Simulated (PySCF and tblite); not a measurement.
C₄H₅NO, numbered as in [N:1]#[C:2][CH2:3][CH2:4][CH:5]=[O:6].

Conformers came from 90 starts (ETKDG and KDG, MMFF94s, GFN2-xTB); geometries are PBE0-D3(BJ)/def2-SVP. Weights use PBE0-D3(BJ)/def2-TZVP energies plus GFN2-xTB zero-point and thermal terms (modes under about 100 cm⁻¹ blended into free rotors). Symmetry numbers and mirror images are counted. Conformers within 4 kcal/mol (GFN2-xTB free energy) were kept, 7 at most. GIAO shieldings: PBE0/pcSseg-1. Shifts are against TMS (¹H), TMS (¹³C), NH3 (¹⁵N) at the same level. Codes: tblite and PySCF.

(1) Predict the averaged NMR shifts at 298.15 K.

(2) How do the conformers differ?

(3) Which signal moves most, for its nucleus, between 180 and 400 K through the change of populations alone?

Unscaled ¹⁵N shifts at such levels can be off by tens of ppm; differences between conformers or isomers are more reliable. Shifts are unscaled: against experiment ¹³C can be off by 15 ppm or more and ¹H by 0.8 ppm.

Answers

(1) ¹H: 9.80 (H5, 1H), 2.55 (H4, 2H), 2.28 (H3, 2H) ppm. ¹³C: 201.6 (C5), 123.6 (C2), 43.7 (C4), 10.7 (C3) ppm. ¹⁵N: 307.0 (N1) ppm.

(2) Torsions listed: C2–C3–C4–C5, C3–C4–C5–O6. Of a mirror pair one member is shown.
```tsv
conformer	shape	weight %
1	180°, 0°	74.6
2	73°, 6°	20.7
3	-63°, -137°	2.0
4	176°, 142°	1.4
5	64°, -156°	1.3
```

```tsv
signal	1	2	3	4	5	average
H3	2.27	2.30	2.32	2.32	2.49	2.28
H4	2.59	2.45	2.18	2.36	2.19	2.55
H5	9.81	9.80	9.95	9.52	9.72	9.80
C2	123.6	123.4	122.9	122.4	123.0	123.6
C3	10.8	10.0	12.5	12.3	12.7	10.7
C4	44.0	43.2	40.9	42.6	40.1	43.7
C5	201.9	200.4	202.5	201.2	202.9	201.6
N1	307.4	304.9	310.5	309.0	309.6	307.0
```

(3) H4: 2.58 ppm at 180 K, 2.57 ppm at 230 K, 2.55 ppm at 298.15 K, 2.54 ppm at 330 K, 2.51 ppm at 400 K.


¹⁵N shifts are against a computed isolated NH3 molecule, about 20 ppm from the liquid.